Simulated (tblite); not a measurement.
C₃H₃O₃ (charge -1).
Bonds: C1–C2 (double), C2–O3, C2–C4, C4–O5 (double), C4–O6. Hydrogens: H7, H8 on C1; H9 on O6.
Bond orders are those of one Lewis drawing.

Computed with GFN2-xTB (tblite), gas phase: Langevin dynamics at 300 K from the optimised GFN2-xTB geometry, time step 0.5 fs, friction 0.01 fs⁻¹, 2000 steps.

Start geometry:
```
atom  x, y, z in Å
C1     -1.308    0.587   -0.104
C2     -0.620   -0.598   -0.128
O3     -1.090   -1.761   -0.283
C4      0.869   -0.479    0.057
O5      1.677   -1.389    0.076
O6      1.360    0.799    0.221
H7     -0.815    1.532    0.035
H8     -2.380    0.598   -0.228
H9      2.321    0.718    0.328
```

The statistics below take the 31 frames saved every 25 fs from 250 to 1000 fs; their kinetic temperature (all 3N coordinates) averages 285 K.

**Question.** Give the mean, spread and extremes of the bond lengths.

**Answer.** 
| bond | start (Å) | mean (Å) | standard deviation (Å) | shortest (Å) | longest (Å) |
| --- | --- | --- | --- | --- | --- |
| C1=C2 | 1.370 | 1.368 | 0.018 | 1.336 | 1.406 |
| C2–O3 | 1.264 | 1.263 | 0.021 | 1.228 | 1.305 |
| C2–C4 | 1.505 | 1.518 | 0.025 | 1.463 | 1.593 |
| C4=O5 | 1.217 | 1.219 | 0.020 | 1.178 | 1.273 |
| C4–O6 | 1.379 | 1.382 | 0.037 | 1.310 | 1.483 |
| C1–H7 | 1.075 | 1.081 | 0.030 | 1.027 | 1.142 |
| C1–H8 | 1.079 | 1.087 | 0.032 | 1.026 | 1.160 |
| O6–H9 | 0.971 | 0.973 | 0.023 | 0.933 | 1.030 |

**Question.** Give the same statistics for bond angles, one of each kind among heavy atoms.

**Answer.** 
```csv
angle,start (°),mean (°),standard deviation (°),smallest (°),largest (°)
C1–C2–O3,127.7,128.3,2.4,121.7,133.2
C1–C2–C4,115.3,114.3,3.8,103.8,122.5
O3–C2–C4,117.1,117.0,3.4,110.4,124.8
C2–C4–O5,126.9,127.2,3.6,118.7,135.3
C2–C4–O6,116.1,114.9,2.8,110.8,120.6
O5–C4–O6,117.0,117.4,3.1,111.5,126.9
```

**Question.** How far does each atom move about its mean position (frames aligned on the start, all atoms weighted alike), and what rms force does it feel?

**Answer.** 
```json
{"atom": "C1", "rms displacement (Å)": "0.08", "rms force (eV/Å)": "1.60"}
{"atom": "C2", "rms displacement (Å)": "0.09", "rms force (eV/Å)": "1.60"}
{"atom": "O3", "rms displacement (Å)": "0.19", "rms force (eV/Å)": "1.28"}
{"atom": "C4", "rms displacement (Å)": "0.09", "rms force (eV/Å)": "1.89"}
{"atom": "O5", "rms displacement (Å)": "0.27", "rms force (eV/Å)": "1.52"}
{"atom": "O6", "rms displacement (Å)": "0.19", "rms force (eV/Å)": "1.34"}
{"atom": "H7", "rms displacement (Å)": "0.20", "rms force (eV/Å)": "1.02"}
{"atom": "H8", "rms displacement (Å)": "0.14", "rms force (eV/Å)": "1.05"}
{"atom": "H9", "rms displacement (Å)": "0.19", "rms force (eV/Å)": "0.99"}
```

The displacements run from 0.08 to 0.27 Å, the largest at O5.

**Question.** How widely does the potential energy scatter, against a harmonic estimate?

**Answer.** Mean 0.23 eV above the start, standard deviation 0.093 eV, range 0.12 to 0.49 eV. For 21 classical harmonic modes at 300 K the canonical values are 21kT/2 = 0.27 eV and kT·√(21/2) = 0.084 eV.

The run is classical and short, so these are rough statistics of one trajectory.

The cost below is that of the whole dynamics run. Time: 5.3 s of wall time; peak memory 0.19 GiB. Hardware: an Arm Neoverse V2 with one thread (shared host).
